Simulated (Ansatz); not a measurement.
The standard entropy of C3H4 (allene) from a frequency calculation

A singlet with charge 0, relaxed at PBE/def2-SVP (Ansatz 0.2.0):

```xyz
7

C    -1.0571    0.3354   -0.7099
C     0.0000    0.0000    0.0001
C     1.0570   -0.3353    0.7099
H    -1.9760   -0.2757   -0.6963
H    -1.0609    1.2391   -1.3432
H     1.8444   -0.9880    0.2951
H     1.1926    0.0245    1.7444
```

Harmonic wavenumbers in cm⁻¹: 360, 360, 809, 809, 849, 954, 954, 1081, 1338, 1409, 2021, 3057, 3060, 3143, 3143.

Masses in u: C 12.011, H 1.008. Take T = 298.15 K, p = 1 bar, R = 8.3145 J/(mol K), kT/hc = 207.22 cm⁻¹, rigid rotor and harmonic oscillator.

Work out S° at 298 K.


1. Translation (Sackur–Tetrode): S = R[3/2 ln M + 5/2 ln T − 1.1517] with M = 40.065 gives 154.9 J/(mol K).
2. Rotation: principal moments 3.579, 57.863, 57.864 u Å² give A, B, C = 4.7103, 0.2913, 0.2913 cm⁻¹; the symmetry number is σ = 4; q = (√π/σ)√((kT/hc)³/ABC) = 2091; S = R(ln q + 3/2) = 76.0.
3. Vibration: with u = ν̃/207.22, each mode gives R[u/(eᵘ − 1) − ln(1 − e⁻ᵘ)]; the sum is 13.2, most from 360 cm⁻¹ (4.7), 360 cm⁻¹ (4.7), 809 cm⁻¹ (0.8).
4. Spin: R ln 1 = 0.0.
5. Sum: 154.9 + 76.0 + 13.2 + 0.0 = 244.1 J/(mol K).

No measured value is set beside it here.
